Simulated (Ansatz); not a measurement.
`F[SiH]` + H₂ → `[SiH2]` + H–F at 500 K and 1 bar (hydrogenolysis of the Si–F bond).

Calculated with Ansatz (gas phase, PBE0-D4/def2-TZVP geometries, no zero-point term in ΔE). CCSD(T)/CBS is extrapolated from def2-TZVPP and def2-QZVPP, frozen cores.

| species | CCSD(T)/CBS energy (Eh) | H − E (kJ/mol) | S (J/(mol·K)) |
| --- | --- | --- | --- |
| `F[SiH]` | -389.46051 | 40.7 | 260.3 |
| H₂ | -1.17463 | 41.0 | 145.5 |
| `[SiH2]` | -290.18696 | 48.0 | 226.5 |
| H–F | -100.39431 | 39.4 | 188.7 |

H − E and S are ideal-gas, rigid-rotor, harmonic terms from PBE0-D4/def2-TZVP. 1 Eh = 2625.50 kJ/mol, R = 8.31446 J/(mol·K).

Task: By hand: ΔE, ΔH, ΔS and ΔG.

Result: ΔE = (-290.18696) + (-100.39431) − (-389.46051) − (-1.17463) = 0.05387 Eh = 141.4 kJ/mol. Δ(H − E) = 48.0 + 39.4 − 40.7 − 41.0 = 5.7, so ΔH = 147.1 kJ/mol. ΔS = 226.5 + 188.7 − 260.3 − 145.5 = 9.4 J/(mol·K). ΔG = 147.1 − 500 × (9.4)/1000 = 142.4 kJ/mol.

Task: By hand: the equilibrium constant, and the temperature at which ΔG would vanish if ΔH and ΔS stayed fixed.

Result: log₁₀ K = −ΔG/(RT ln 10) = -14.9. ΔG = 0 at ΔH/ΔS = 15649 K, far beyond where these terms or the molecules hold.

The number of gas molecules stays the same, so ΔS is small and ΔH decides. A doubt of 5 kJ/mol in ΔE shifts log₁₀ K by 0.5 here. These are equilibria of isolated gas molecules and say nothing of rates. Largest T1 diagnostic: 0.015 (customary marks: 0.02 for closed shells, 0.045 for open ones).
